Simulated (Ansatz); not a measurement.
System: C3H7O, net charge -1, singlet state. It need not be the lowest isomer of its formula. Whether it binds its extra electron was not tested at this geometry. SMILES: C[CH-]OC
Geometry from a B3LYP-D3(BJ)/def2-TZVP (Ansatz, a quantum-chemistry and plane-wave program) optimisation:
```xyz
11

O      0.0824    -0.6531    -0.2725
C      0.0594     0.8161     0.0242
C      1.2796    -1.2279     0.1122
C     -1.4158     1.1433     0.1662
H      0.3880     1.2823    -0.9338
H      1.2012    -2.3220    -0.0071
H      2.1392    -0.8886    -0.5000
H      1.5336    -0.9839     1.1582
H     -2.0841     0.7616    -0.6476
H     -1.8374     0.7518     1.1034
H     -1.5399     2.2345     0.1918
```
Charge -1, spin multiplicity 1.

Parts of the frozen-core correlation energy in aug-cc-pVDZ (Ansatz, hartree). Frozen orbitals: 4; correlated occupied orbitals by spin: 13 and 13; virtual: 138 and 138. No spin-orbit coupling. Non-relativistic.

| term | value |
|---|---|
| reference (HF) | -192.44342 |
| MP2 opposite-spin | … |
| MP2 same-spin | … |
| CCSD correlation | … |
| (T) | -0.02572 |
| T1 diagnostic | 0.021 |
| largest doubles amplitude | 0.020 |

### Question
Fill in the missing entries.

### Answer

- MP2 opposite-spin, value: -0.51051
- MP2 same-spin, value: -0.16226
- CCSD correlation, value: -0.71748
